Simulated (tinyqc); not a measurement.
Inside a calculation. Method: extended Hueckel theory, for PH3. One step of it, computed by the program tinyqc.

Problem. Mulliken analysis. P = C n C^T; charge = valence electrons (P 5, H 1) minus the sum of (P S)_ii on the atom; overlap population = 2 sum P_ij S_ij between two atoms.

coefficients, order 1P 3s, 1P 3px, 1P 3py, 1P 3pz, 2H 1s, 3H 1s, 4H 1s:
$$\begin{pmatrix}
0.660755 & 0.000000 & 0.000117 & 0.017449 & 1.165612 & -0.007870 & 0.000000 \\
-0.000041 & 0.000000 & 0.572733 & 0.000000 & 0.007865 & 1.257323 & 0.000000 \\
0.000000 & 0.572704 & 0.000000 & 0.000000 & 0.000000 & 0.000000 & 1.257828 \\
-0.002335 & 0.000000 & 0.000000 & 0.999775 & -0.030298 & 0.000203 & 0.000000 \\
0.236909 & 0.000000 & 0.431117 & -0.004565 & -0.705961 & -1.068825 & 0.000000 \\
0.237105 & 0.373240 & -0.215394 & -0.004565 & -0.696151 & 0.541237 & -0.929957 \\
0.237105 & -0.373240 & -0.215394 & -0.004565 & -0.696151 & 0.541237 & 0.929957
\end{pmatrix}$$

occupations: [2.000000, 2.000000, 2.000000, 2.000000, 0.000000, 0.000000, 0.000000]

overlap S, order 1P 3s, 1P 3px, 1P 3py, 1P 3pz, 2H 1s, 3H 1s, 4H 1s:
$$\begin{pmatrix}
1.000000 & 0.000000 & 0.000000 & 0.000000 & 0.402375 & 0.402700 & 0.402700 \\
0.000000 & 1.000000 & 0.000000 & 0.000000 & 0.549470 & -0.274763 & -0.274763 \\
0.000000 & 0.000000 & 1.000000 & 0.000000 & 0.000000 & 0.476020 & -0.476020 \\
0.000000 & 0.000000 & 0.000000 & 1.000000 & -0.009819 & -0.009827 & -0.009827 \\
0.402375 & 0.549470 & 0.000000 & -0.009819 & 1.000000 & 0.048828 & 0.048828 \\
0.402700 & -0.274763 & 0.476020 & -0.009827 & 0.048828 & 1.000000 & 0.048865 \\
0.402700 & -0.274763 & -0.476020 & -0.009827 & 0.048828 & 0.048865 & 1.000000
\end{pmatrix}$$

Give: charges; Overlap populations.

Solution.

charges: 1P -0.377, 2H 0.126, 3H 0.126, 4H 0.126

Overlap populations:
```
pair      value
2-1    0.794772
3-1    0.794996
3-2   -0.007161
4-1    0.794996
4-2   -0.007161
4-3   -0.007168
```
